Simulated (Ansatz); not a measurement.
Stepwise reaction of `[SiH3]P[SiH3]` with hydrogen, as a gas-phase model of exchange steps in deposition or etching. ΔE in kJ/mol; ΔG adds harmonic PBE0-D4 terms to CCSD(T)/CBS, at 1 bar.

Computed with Ansatz on PBE0-D4/def2-TZVP structures; ΔE is electronic, products minus reactants. CBS: MP2 limit from def2 TZ/QZ plus the TZ coupled-cluster correction, frozen cores. This one scheme is used for every species. Functionals use def2-TZVPP. B3LYP here is the variant with VWN-RPA as its local correlation; programs differ in this.

```csv
step,reaction,PBE-D4,B3LYP-D4,ωB97M-V,CCSD(T)/CBS,ΔG(500 K)
1,`[SiH3]P[SiH3]` + H₂ → `[SiH3]P` + SiH₄,16.6,4.8,4.2,8.7,8.7
2,`[SiH3]P` + H₂ → PH₃ + SiH₄,8.1,-3.7,-4.4,-0.6,3.6
```

(1) By hand: ΔE of the 2 steps together at CCSD(T)/CBS.

Answers

(1) (8.7) + (-0.6) = 8.1 kJ/mol, or 4.0 kJ/mol a step.

In ΔE each step is lower than the one before. ΔG lies between 3.6 and 8.7 kJ/mol a step. PBE-D4 differs from CCSD(T)/CBS by 7.9 to 8.7 kJ/mol a step. Isolated molecules leave out the surface, adducts and barriers. Largest T1 diagnostic: 0.013.
